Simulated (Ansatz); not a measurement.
# CO₂ (singlet): the correlation ladder, cc-pVTZ

The task here is to estimate one member of a computed series from the others.

Computed with Ansatz 0.2.0, Gaussian basis. Level: cc-pVTZ, core rule «outside noble gas», up to 3 orbitals frozen.

The runs, in order: UHF; CCSD(T) on RHF; BCCD(T) on RHF; CISD; CCSDT(Q) on RHF; CASSCF and MRCISD+Q, 16 electrons in 12 orbitals; CASSCF and NEVPT4(SD), 16 electrons in 12 orbitals; CASSCF and NEVPT2, 16 electrons in 12 orbitals.

9 further runs of the same task are left out: 9 set aside as unsound or not needed.

### The geometry

The geometry is an MP2(full)/6-31G* stationary point (not a proven minimum).

3 atoms, charge 0, spin multiplicity 1.

Atoms are counted from 1 here; the program's logs count them from 0.

Bond lengths: C1–O2 1.179 Å, C1–O3 1.179 Å. Angles: O2–C1–O3 180.0°.

The first run:

Input file in.yaml:

```yaml
crystal:
  periodic: [false, false, false]
  atoms:
    - {symbol: C, position_ang: [0.000000, 0.000000, 0.000000]}
    - {symbol: O, position_ang: [0.000000, 0.000000, -1.178658]}
    - {symbol: O, position_ang: [0.000000, 0.000000, 1.178658]}
basis:
  gaussian: {orbitals: cc-pVTZ}
magnetization: {spin_polarized: true, initial_magnetization: 0}
hamiltonian: {xc: hf}
output: {orbitals: {seedname: orbitals}}
```

Run with:

```bash
$ ansatz run in.yaml --threads 1 --pin off --events-out ev --progress --plain --max-ram 3956MiB --backend cpu
```

Among the steps run: UHF; CCSD(T) on RHF; BCCD(T) on RHF; CISD; CCSDT(Q) on RHF; CASSCF and MRCISD+Q, 16 electrons in 12 orbitals; CASSCF and NEVPT4(SD), 16 electrons in 12 orbitals; CASSCF and NEVPT2, 16 electrons in 12 orbitals.

One of the session's tables, all rows but one given; the rest of the session is left out.

It belongs to the step «Misses and costs». 

| method | from RCCSDT(Q) (kJ/mol) |
| --- | --- |
| RHF | ? |
| RMP2 | +53.8 |
| CISD | +236.7 |
| RCCSD | +82.4 |
| RCCSD(T) | +5.0 |
| BCCD(T) | +3.9 |
| RCCSDT | +5.6 |
| RCCSDT(Q) | 0 |
| CASSCF valence | +1170.1 |
| NEVPT2 valence | +167.2 |
| NEVPT4(SD) valence | +15.1 |
| MRCISD valence | +103.1 |
| MRCISD+Q valence | +16.6 |

Q: Estimate the row for RHF from the others.

As computed: from RCCSDT(Q) (kJ/mol): +1645.5. In the column «from RCCSDT(Q) (kJ/mol)» it is the highest.

With the free atoms at the same levels and basis (separate runs), the atomisation energy is 16.291 eV at RCCSDT(Q), 16.271 eV at RCCSD(T), 10.524 eV at RHF.
